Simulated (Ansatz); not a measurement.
# CHFSi+ (doublet): the correlation ladder, cc-pVDZ

One table from this session's results is given with a row withheld; the runs are named, their logs left out.

Computed with Ansatz 0.2.0, Gaussian basis. Level: cc-pVDZ, core rule «outside noble gas», up to 7 orbitals frozen.

To be run: UHF; CCSD(T) on ROHF; CCSD(T) on UHF; BCCD(T) on ROHF; CISD as a restricted active space (open shells left free, so some higher excitations enter); CCSDT(Q) on ROHF; CCSDT(Q) on UHF.

4 further runs of the same task are left out: 4 set aside as unsound or not needed. Runs told in other sessions of the task aren't counted.

### The geometry

The geometry is a PBE0/def2-TZVP stationary point (not a proven minimum) of the parent state, kept for this charge and spin.

4 atoms, charge 1, spin multiplicity 2.

Atoms are counted from 1 here; the program's logs count them from 0.

Bond lengths: F1–C2 1.331 Å, C2–Si3 1.857 Å, C2–H4 1.094 Å. Angles: F1–C2–Si3 123.4°, F1–C2–H4 109.0°, Si3–C2–H4 127.6°.

Geometry (Å):

```xyz
4

F     0.0000   -0.3007    1.5334
C     0.0000    0.5190    0.4846
Si    0.0000   -0.0743   -1.2746
H     0.0000    1.5537    0.8407
```

The first run:

The input, in.yaml:

```yaml
crystal:
  periodic: [false, false, false]
  atoms:
    - {symbol: F, position_ang: [0.000000, -0.300700, 1.533384]}
    - {symbol: C, position_ang: [0.000000, 0.518965, 0.484561]}
    - {symbol: Si, position_ang: [0.000000, -0.074287, -1.274648]}
    - {symbol: H, position_ang: [0.000000, 1.553738, 0.840684]}
basis:
  gaussian: {orbitals: cc-pVDZ}
total_charge: 1
magnetization: {spin_polarized: true, initial_magnetization: 1}
hamiltonian: {xc: hf}
output: {orbitals: {seedname: orbitals}}
```

The run is started by

```console
$ ansatz run in.yaml --threads 1 --pin off --events-out ev --progress --plain --max-ram 2560MiB --backend cpu
```

Steps of the session up to this table: UHF; CCSD(T) on ROHF; CCSD(T) on UHF; BCCD(T) on ROHF; CISD as a restricted active space (open shells left free, so some higher excitations enter); CCSDT(Q) on ROHF; CCSDT(Q) on UHF.

One of the session's tables, all rows but one given; the rest of the session is left out.

```
   method  from UCCSDT(Q) (meV)
     ROHF              +10962.8
      UHF              +10886.2
     RMP2               +1201.1
     UMP2               +1229.6
     CISD               +1409.5
    RCCSD                +349.9
    UCCSD                +348.3
 RCCSD(T)                     ?
 UCCSD(T)                 +60.1
  BCCD(T)                 +53.8
   RCCSDT                 +25.0
   UCCSDT                 +24.8
RCCSDT(Q)                  +4.9
UCCSDT(Q)                     0
```

**Question.** Estimate the row for RCCSD(T).

As computed: from UCCSDT(Q) (meV): +59.2. In the column «from UCCSDT(Q) (meV)» it lies between BCCD(T) (+53.8) and UCCSD(T) (+60.1).

Caveats from the session: Restricted and unrestricted rows rest on different reference determinants; a gap between their highest levels can come from leftover correlation error, from unlike frozen cores or from another state.
